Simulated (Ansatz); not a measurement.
C3H4, SMILES `C1=CC1` (charge 0, multiplicity 1).

The numbers are results of Ansatz (a first-principles code) with LDA/cc-pVTZ // PBE0-D3(BJ)/def2-TZVP, not measurements.

Ansatz 0.2 input:
```yaml
crystal:
  periodic: [false, false, false]
  atoms:
    - { symbol: C, position_ang: [0.717941, -0.502806, 0.029374] }
    - { symbol: C, position_ang: [0.446944, 0.753764, -0.034715] }
    - { symbol: C, position_ang: [-0.73991, -0.159396, 0.003395] }
    - { symbol: H, position_ang: [1.442495, -1.29751, 0.073336] }
    - { symbol: H, position_ang: [0.779601, 1.776223, -0.083532] }
    - { symbol: H, position_ang: [-1.32918, -0.23954, 0.9175] }
    - { symbol: H, position_ang: [-1.317892, -0.330736, -0.905358] }
basis:
  gaussian: { orbitals: cc-pVTZ }
hamiltonian:
  xc: lda
```

Output:

```
Functional definition: SPW92
732 factors; their error is unknown
mean field evaluation 1: about -3134.8177 eV, gradient 6.4e1 eV
mean field evaluation 2: about -3120.0599 eV, gradient 9.8e1 eV
mean field evaluation 4: about -3144.5173 eV, gradient 3.1e0 eV
mean field evaluation 8: about -3144.5431 eV, gradient 3.9e-2 eV
mean field evaluation 16: about -3144.5281 eV, gradient 2.3e-5 eV
mean field -3144.52810438 eV, -115.5592763984 hartree, gradient 2.3e-5 eV, S^2 0.000000; 0 other end points of the search recorded, 0 dependent functions left out
reference -3144.52813327 eV, -115.5592774599 hartree; 11, 11 occupied and 135, 135 virtual orbitals, 732 factors
Total energy: -3144.52813327 eV, -115.5592774599 hartree
```
